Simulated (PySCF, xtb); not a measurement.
## CH4BO−: where a starting geometry ends

The starting geometry of this gas-phase singlet was built from a drawn formula by distance geometry and a force field; its bonds are those of `[H]/[C-]=[BH-]/[OH2+]`.

```
atom   x (Å)    y (Å)    z (Å)
   C  0.5322   1.2824   1.1968
   B  1.3512   0.6042   0.1941
   O  1.0283   0.7728  -1.2140
   H  0.7427   1.1842   2.2313
   H  2.2589  -0.0403   0.5182
   H  1.5804   0.2492  -1.9636
   H  0.2374   1.3264  -1.5319
```

Q: Where would you expect an optimisation with r2SCAN-D4/def2-SVPD to take it?

A: It falls apart into CH2B + H2O (formulas without charges). Contacts that open: B2–O3 (1.45 → 3.24 Å).

The energy falls by 2.80 eV over 26 steps:

| step | E − E(last) (eV) |
| --- | --- |
| 1 | 2.798 |
| 4 | 1.953 |
| 7 | 1.667 |
| 9 | 1.272 |
| 12 | 0.324 |
| 15 | 0.011 |
| 18 | 0.001 |
| 20 | 0.000 |
| 23 | 0.000 |
| 26 | 0.000 |

Final geometry (Å):

```tsv
atom	x (Å)	y (Å)	z (Å)
C	0.6785	1.0270	1.1140
B	1.8411	0.3833	1.0062
O	0.6641	1.3020	-1.8640
H	-0.2602	1.5442	1.2514
H	2.8818	-0.1807	0.8513
H	0.2984	0.4208	-1.9980
H	0.8651	1.2638	-0.8781
```

From the same start GFN2-xTB ends elsewhere, at `C=[BH-]O`.

The end wasn't checked by frequencies. Run with PySCF 2.14.0, 2.9 min on 2 threads of Arm Neoverse V2, on a shared host.
